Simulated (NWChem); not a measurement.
NO cation

```xyz
2

N      0.0000     0.0000    -0.5714
O      0.0000     0.0000     0.5013
```
Atoms are numbered in this order, from 1.

Computed with NWChem. Structure relaxed at the B3LYP/6-31G* (spherical d) level. GIAO values for the isolated, static molecule; σ is the absolute isotropic shielding.

| level | basis functions | σ N1 (ppm) | σ O2 (ppm) | relative time |
|---|---|---|---|---|
| PBE0/cc-pVDZ | 28 | -135.0 | -172.3 | 1 |
| PBE0/cc-pVTZ | 60 | -162.2 | -200.6 | 4 |
| PBE0/cc-pCVTZ | 86 | -169.8 | -206.8 | 10 |
| PBE0/pcSseg-1 | 34 | -172.4 | -214.6 | 1 |
| PBE0/pcSseg-2 | 72 | -177.5 | -216.3 | 5 |

The last column is a rough cost ratio, cheapest run = 1.
